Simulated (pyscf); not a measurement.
`[SnH4]` + `[ClH]` -> `[Cl][SnH3]` + `[H][H]` (four-centre exchange; singlet surface; H–Sn, Cl–H broken, Cl–Sn, H–H formed). PySCF, gas phase, ωB97X-D3(BJ)/def2-SVP geometries. Rate constants from transition-state theory, ωB97M-D3(BJ)/def2-TZVP energies (ideal gas, 1 atm, RRHO with modes under 100 cm⁻¹ raised to 100, one conformer, R ln 2 for chiral ones without a mode under 150 cm⁻¹; no tunnelling), k in cm³ molecule⁻¹ s⁻¹.

```
T (K)  1000/T  log10 k
-----  ------  -------
298     3.354   -33.96
600     1.667   -22.50
900     1.111   -18.56
1200    0.833        ?
```

Q: Fit an Arrhenius line to the three values, give the activation energy, and predict k at 1200 K.

A: Least squares gives log10 k = -11.01 − 6.85 × 1000/T, so Ea = 6.85 × ln 10 × 1.987 = 31.3 kcal/mol, against an electronic barrier of 30.0. At 1200 K the line gives -16.72; the computed value is -16.50 (ΔG‡ = 61.0 kcal/mol), a factor 1.7 over the line, since the plot is curved. One saddle was located; it need not be the lowest between these sides. Elements past Kr carry the def2 core potentials, without spin-orbit coupling.
